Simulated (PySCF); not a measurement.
## Two probes of the same atoms: core binding energy and nuclear shielding

Species: C4H7N2 (charge +1).
Numbering: `[CH3:1][n+:2]1[cH:3][cH:4][nH:5][cH:6]1`

Structure used (GFN2-xTB), in Å, numbered top down from 1:
```
atom  x, y, z in Å
C1     1.862    0.006    0.090
N2     0.426    0.011    0.021
C3    -0.357   -1.101   -0.089
C4    -1.653   -0.686   -0.126
N5    -1.632    0.671   -0.038
C6    -0.365    1.075    0.050
H7     2.235    1.024    0.173
H8     2.278   -0.455   -0.806
H9     2.193   -0.567    0.957
H10    0.052   -2.090   -0.134
H11   -2.559   -1.253   -0.207
H12   -2.444    1.274   -0.039
H13   -0.039    2.094    0.131
```

Binding energies: delta-SCF UKS SCAN, pcX-2 on the ionised atom, pcseg-1 elsewhere, spin-free X2C in PySCF 2.14.0. Shieldings: GIAO PBE0/pcSseg-1, non-relativistic, same geometry.

```json
{"atom": "C1", "isotropic shielding (ppm)": "150.1"}
{"atom": "C3", "isotropic shielding (ppm)": "55.2"}
{"atom": "C4", "isotropic shielding (ppm)": "57.5"}
{"atom": "C6", "isotropic shielding (ppm)": "48.8"}
```

Task: What are the C 1s binding energies of these atoms?

Result: 
| atom | environment | C 1s (eV) | isotropic shielding (ppm) |
| --- | --- | --- | --- |
| C3 | aromatic CH next to a ring nitrogen | 296.73 | 55.2 |
| C4 | aromatic CH next to a ring nitrogen | 296.86 | 57.5 |
| C1 | N-methyl carbon | 297.11 | 150.1 |
| C6 | aromatic CH next to a ring nitrogen | 298.04 | 48.8 |

Task: Among the listed atoms, is the one with the highest binding energy also the least shielded?

Result: Yes: C6 has both (298.04 eV, 48.8 ppm).

By binding energy: C3 < C4 < C1 < C6. By shielding: C6 < C3 < C4 < C1.

The species carries charge +1, so core ionisation leaves charge +2. Geometry: GFN2-xTB; no solvent, vibrations or thermal averaging.
